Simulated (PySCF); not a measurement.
Below is a simulated gas-phase Cl 2p photoelectron spectrum of formyl chloride (`O=CCl`).

Every computed line was given a Gaussian of 0.4 eV full width at half maximum and an area set by the number of equivalent atoms (split 2:1 within a doublet); the highest printed point is 100. Computed with delta-SCF UKS SCAN, pcX-2 on the ionised atom, pcseg-1 elsewhere, spin-free X2C (PySCF 2.14.0).

(binding energy (eV), intensity): (206.5, 1), (206.6, 4), (206.7, 15), (206.8, 40), (206.9, 75), (207.0, 100), (207.1, 95), (207.2, 63), (207.3, 30), (207.4, 10), (207.5, 2), (207.6, 0), (207.7, 0), (207.8, 0), (207.9, 0), (208.0, 0), (208.1, 0), (208.2, 1), (208.3, 4), (208.4, 12), (208.5, 28), (208.6, 45), (208.7, 51), (208.8, 41), (208.9, 23), (209.0, 9), (209.1, 3), (209.2, 1)

Problem. How many maxima does the curve show, and how many computed lines lie under it?

Solution. The curve has 2 maxima (at 207.0 and 208.7 eV). Under it lie 2 lines from 1 inequivalent chlorine site, drawn as a 2p3/2, 2p1/2 pair.

Problem. Decompose the envelope and assign each component. Numbering: `[O:1]=[CH:2][Cl:3]`.

Solution. 
| position (eV) | relative area | line | atoms | environment |
| --- | --- | --- | --- | --- |
| 207.03 | 0.67 | Cl 2p3/2 | Cl3 | chlorine bonded to C |
| 208.69 | 0.33 | Cl 2p1/2 | Cl3 | chlorine bonded to C |

No satellites, vibrations or lifetime broadening are included. The 2p values aren't plain energy differences: one relaxed spin-free 2p hole is combined with a matrix within the shell (ground-state 2p orbital-energy differences and spin–orbit coupling). 2p3/2, the mean of its two sublevels, lies a third of the splitting below the shell's mean and 2p1/2 two thirds above it; the statistical areas are 2:1. 2p1/2 minus 2p3/2 (ligand field included): Cl 1.65 eV. Isolated species at its GFN2-xTB geometry, gas phase.

On Arm Neoverse V1, one thread, on a shared host, this took 5.9 s of wall time.
